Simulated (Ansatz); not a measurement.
A nudged elastic band was laid between two geometries of AlClH2O (5 atoms, charge 0, multiplicity 1).

These are results of Ansatz 0.2.0, RHF/def2-SVP, not measurements.

| Item | Value |
| --- | --- |
| movable images | 9 |
| climbing image | yes |
| spring | 5.0 eV/Å² |
| optimiser | quadratic models (default) |
| start path | through a guess of the saddle point |
| force threshold | 0.03 eV/Å |
| iteration limit | 60 |
| end points | relaxed |

First end point:

```xyz
5
Properties=species:S:1:pos:R:3
Al 0.474 -0.007 0.039
O 0.645 -0.159 1.698
H 0.045 -0.245 2.417
H 1.736 0.116 -0.863
Cl -1.454 0.014 -0.809
```

Last end point:

```xyz
5
Properties=species:S:1:pos:R:3
Al 0.126 0.091 -1.142
O 0.947 -0.070 0.890
H 0.344 -0.163 1.619
H 1.842 -0.076 1.203
Cl -1.813 -0.064 -0.088
```

(1) What changes between the two ends?

(2) What energy profile does the band end with?

(3) What is the geometry of the highest image?

## Answers

(1) Bonds broken: Al1–O2, Al1–H4. Bonds formed: O2–H4.

(2) It converged. The highest image is number 6 of 0 to 10, 3.94 eV above the first end and 2.30 eV above the last; the last end lies 1.64 eV above the first. Neighbouring images differ by up to 1.6 eV, so the band resolves the path poorly. A vibrational analysis at the climbing image gives one clearly imaginary mode, 1981i cm⁻¹: a first-order saddle point. The orbitals stay closed-shell, which can raise the energy where a bond breaks towards radicals; this wasn't checked here.

```csv
image,path coordinate (Å),energy (eV),Al1–O2 (Å),Al1–H4 (Å),O2–H4 (Å)
0,0.00,0.00,1.67,1.56,2.80
1,0.44,0.06,1.65,1.56,2.78
2,0.89,0.08,1.67,1.56,2.87
3,1.33,0.14,1.66,1.56,2.71
4,1.77,0.91,1.64,1.55,2.28
5,2.22,2.49,1.68,1.59,1.81
6,2.66,3.94,1.80,1.71,1.33
7,3.11,2.51,1.98,2.02,0.99
8,3.55,1.85,2.21,2.51,0.95
9,4.00,1.69,2.25,2.79,0.95
10,4.45,1.64,2.20,2.91,0.95
```

(3) 
```xyz
5
Properties=species:S:1:pos:R:3
Al 0.208 0.097 -0.450
O 0.735 -0.058 1.260
H 0.668 -0.337 2.169
H 1.709 -0.066 0.349
Cl -1.875 0.083 -0.846
```

The run took 90 s on 1 thread of Arm Neoverse V1 (shared host), peak memory 0.1 GiB.
